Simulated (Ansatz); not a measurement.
C2F4, SMILES FC(F)=C(F)F.

Coordinates come from a r2SCAN-D4/def2-SVP optimisation.

Two levels are set side by side: PBE/def2-SVPD (Ansatz, a first-principles code) and CAM-B3LYP/def2-SVPD (Ansatz). Energy differences of separate SCF runs at the same geometry; the states with an electron removed or added have multiplicity 2 and 2. Differences are taken from unrounded values.

```
quantity                             PBE
---------------------------------  -----
vertical ionisation energy (eV)    10.09
vertical singlet–triplet gap (eV)   4.66
```

### Question
These are the PBE values. What does CAM-B3LYP give? (An estimate is asked for; the answer gives what the named calculation found.)

### Answer

| quantity | CAM-B3LYP | PBE minus CAM-B3LYP |
|---|---|---|
| vertical ionisation energy (eV) | 10.58 | -0.49 |
| vertical singlet–triplet gap (eV) | 4.54 | 0.12 |
